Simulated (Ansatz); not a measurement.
Program: Ansatz. Geometries: PBE0-D4/def2-TZVP. ΔE: electronic, gas phase. CCSD(T)/CBS adds triple-zeta CCSD(T) − MP2 to the extrapolated MP2 energy (def2 sets, frozen cores). Functionals use def2-TZVPP. Each species was taken in one conformer, which may not be the lowest.

`O=CCOCF` → `C=C(O)OCF`  (isomerisation)

```
          level  ΔE (kJ/mol)
            PBE          2.3
CCSD/def2-TZVPP          8.1
```

(1) What does CCSD(T)/CBS give? (Estimate.)

Largest T1 diagnostic among the species: 0.013.

Results:

(1) The calculation gave: +3.6 kJ/mol. The listed levels differ from it by -1.3, 4.5 kJ/mol.

From PBE to PBE0 (25 % exact exchange), in def2-TZVPP and without D4, ΔE moves by −3.6 kJ/mol. In def2-TZVPP, CCSD(T) changes the Hartree–Fock value by −5.2 kJ/mol (the triples alone add −0.7 kJ/mol) and MP2 by −8.5 kJ/mol.
